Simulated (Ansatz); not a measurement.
Ideal-gas functions of C$_{2}$H$_{4}$N+ (`CC#[NH+]`) at 298.15 K and 1 bar, from an Ansatz frequency run at PBE0-D4/def2-TZVP.

Molar mass 42.06 g/mol, point group C3v (symmetry number 3), electronic degeneracy 1, moments of inertia 3.239, 57.997, 57.997 u Å². Harmonic wavenumbers (cm⁻¹, unscaled): 402, 402, 590, 590, 946, 1028, 1028, 1379, 1415, 1415, 2410, 3045, 3136, 3136, 3700.

Use S(trans) = R[1.5 ln M + 2.5 ln T − 1.1517]; rotational temperatures θ = 24.2544 K / I; S(rot) = R[ln(√π/σ · √(T³/θAθBθC)) + 1.5]; for each mode x = 1.438777 ν̃/T, S = R[x/(eˣ − 1) − ln(1 − e⁻ˣ)] and H = RT x/(eˣ − 1); 1 cm⁻¹ = 0.0119627 kJ/mol; R = 8.31446 J/(mol·K).

Q: By hand: the entropy, in J/(mol·K).

A: Translation 155.5. Rotation: θ = 7.4882, 0.4182, 0.4182 K, giving 78.0. Vibration, mode by mode: 4.00, 4.00, 1.95, 1.95, 0.49, 0.35, 0.35, 0.08, 0.07, 0.07, 0.00, 0.00, 0.00, 0.00, 0.00, in all 13.3. Electronic 0.0. Sum 246.8 J/(mol·K).

Q: By hand: H − E and G − E in kJ/mol, counted from the electronic energy.

A: Zero-point energy ½ × 24622 × 0.0119627 = 147.3; thermal vibration 2.8; translation, rotation and pV give 4 RT = 9.9. H − E = 160.0 kJ/mol, and G − E = 160.0 − 298.15 × 246.8/1000 = 86.4 kJ/mol.

Vibration gives 5 % of the entropy. The sum counts one conformer and one mirror image; others add a mixing term.
